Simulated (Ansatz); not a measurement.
We consider solid iodine, described by r²SCAN-D4 in Ansatz (PAW).

Numerical settings: plane-wave cutoff 500 eV, 6×6×4 k mesh (along the axes of the cell as run), gaussian smearing 0.02 eV, scalar-relativistic PAW data made under PBE.

Computed at the level's own relaxed cell.

Estimate the equilibrium volume per atom, equilibrium lattice constant a, lattice parameter b and c axis length that the calculation returns.


- equilibrium volume per atom: 42.20 Å³/atom
- equilibrium lattice constant a: 7.511 Å
- lattice parameter b: 4.589 Å
- c axis length: 9.796 Å

Spin–orbit coupling is not included.

Ansatz is a quantum-chemistry and plane-wave program.
